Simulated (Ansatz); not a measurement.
A-type hexagonal La2O3, treated with PBE in Ansatz (plane waves, PAW).

Settings: plane-wave cutoff 520 eV, 12×12×6 k mesh (along the axes of the cell as run), Fermi–Dirac smearing 0.01 eV, scalar-relativistic PAW data made under PBE.

Energies at three volumes about the minimum:

```csv
V (Å³/atom),E − E_lowest (meV/atom)
16.309,2.33
16.642,0.00
16.975,2.19
```

Problem. Fit a parabola by hand: where is the minimum, and what is the bulk modulus?

Solution. Slopes: (0.00 − 2.33)/(16.642 − 16.309) = -6.997 and (2.19 − 0.00)/(16.975 − 16.642) = 6.577 meV/Å³. Curvature E″ = 2 × (6.577 − (-6.997))/(16.975 − 16.309) = 40.763 meV/Å⁶. From the middle of the first interval, the slope vanishes at V0 = 16.4755 − (-6.997)/40.763 = 16.647 Å³/atom. B = V0 E″ = 16.647 × 40.763 meV/Å³ × 0.1602 GPa per meV/Å³ = 109 GPa. The full Birch–Murnaghan fit to all volumes gives V0 = 16.642 Å³/atom and B0 = 109 GPa.

Shape and atoms are relaxed at each volume.

Measured, for comparison: bulk modulus 113 GPa (300 K, not corrected to a static lattice; as tabulated in Santana et al. (2016), arXiv:1608.06321); equilibrium volume per atom 16.44 Å³/atom (room temperature, not corrected to a static lattice, equation of state from high-pressure X-ray diffraction; as tabulated in Ibáñez et al. (2020), arXiv:2005.12956). Computed less measured: bulk modulus -3.5 %, equilibrium volume per atom +1.2 %.

Ansatz is a first-principles code.
